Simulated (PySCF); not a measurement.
First SCF of a structure search on triplet [CH3]-, at a hand-made trigonal planar geometry. PySCF input:

```python
from pyscf import gto, scf, dft
mol = gto.M(atom='''
C      0.000000     0.000000     0.000000
H      1.070000     0.000000     0.000000
H     -0.535000     0.926600     0.000000
H     -0.535000    -0.926600     0.000000''',
    basis={'C': 'def2-TZVPD', 'H': 'def2-TZVPD'},
    charge=-1, spin=2)
mf = dft.UKS(mol, xc='PBE0')
mf.grids.atom_grid = (50, 194)
aux = {'C': 'def2-universal-JKFIT', 'H': 'def2-universal-JKFIT'}
mf = mf.density_fit(auxbasis=aux)
mf.conv_tol = 1e-08
mf.diis_space = 10
mf.max_cycle = 60
mf.init_guess = 'minao'
mf.verbose = 4
mf.kernel()
```

Excerpt of the output (cycles alone):

```
init E= -39.6215405685272
cycle= 1 E= -39.7142202419441  delta_E= -0.0927  |g|= 0.166  |ddm|= 29.6
cycle= 2 E= -39.7227437059685  delta_E= -0.00852  |g|= 0.171  |ddm|= 53.8
cycle= 3 E= -39.7398021715432  delta_E= -0.0171  |g|= 0.0124  |ddm|= 0.598
cycle= 4 E= -39.7401120778643  delta_E= -0.00031  |g|= 0.0039  |ddm|= 10.5
cycle= 5 E= -39.7401394858979  delta_E= -2.74e-05  |g|= 0.000798  |ddm|= 2.38
cycle= 6 E= -39.7401410326693  delta_E= -1.55e-06  |g|= 0.00017  |ddm|= 0.249
cycle= 7 E= -39.7401410875973  delta_E= -5.49e-08  |g|= 1.98e-05  |ddm|= 0.354
cycle= 8 E= -39.7401410885936  delta_E= -9.96e-10  |g|= 2.31e-06  |ddm|= 0.07
Extra cycle  E= -39.740141088617  delta_E= -2.34e-11  |g|= 8.84e-07  |ddm|= 0.00852
converged SCF energy = -39.740141088617  <S^2> = 2.0041257  2S+1 = 3.0027492
```

No lower solution of this spin was found from smeared starts or by a stability analysis within the unrestricted form.

The search for the lowest solution, 3 starts and the stability check together, took 3.4 s on 2 threads of a shared Arm Neoverse V2 host, with 64 basis functions; the process peaked at 0.36 GiB.
